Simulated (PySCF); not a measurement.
# C4H5PS: the cost of one run

Programs: PySCF 2.14.0, with routines of our own; each step states its level. All values are computed. Atoms count from 0.

### Step 1. The starting structure

11 atoms, charge 0, multiplicity 1; geometry from: GFN2-xTB.

### Step 2. First hyperpolarisability: quadratic response B3LYP/def2-SVPD

The job: settings as JSON, then the geometry in Å.

```
{"job": {"kind": "beta", "xc": "B3LYP", "basis": "def2-SVPD", "wavelengths": [1064, 800]}, "charge": 0, "multiplicity": 1}
C     -1.763552    -0.151330     0.012555
C     -0.277978    -0.029020     0.000192
C      0.435994     1.121914    -0.012769
P      2.200108     1.019251    -0.026308
C      2.178841    -0.682416    -0.014446
S      0.663110    -1.483290     0.000805
H     -2.093109    -0.692305     0.899205
H     -2.106931    -0.703296    -0.862094
H     -2.224309     0.833470     0.010710
H     -0.057461     2.081605    -0.014590
H      3.050711    -1.311912    -0.019224
```

Level: quadratic response B3LYP/def2-SVPD first hyperpolarisability, Taylor convention, gas phase.

Run with:

```console
OMP_NUM_THREADS=1 python excited_run.py task.json out
```

This one command runs all jobs of the session in turn.

**Question.** How long does this first job take on 1 thread of Arm Neoverse V2, shared host, and how much memory does it need?

About 15 s, with a peak of 0.58 GiB.
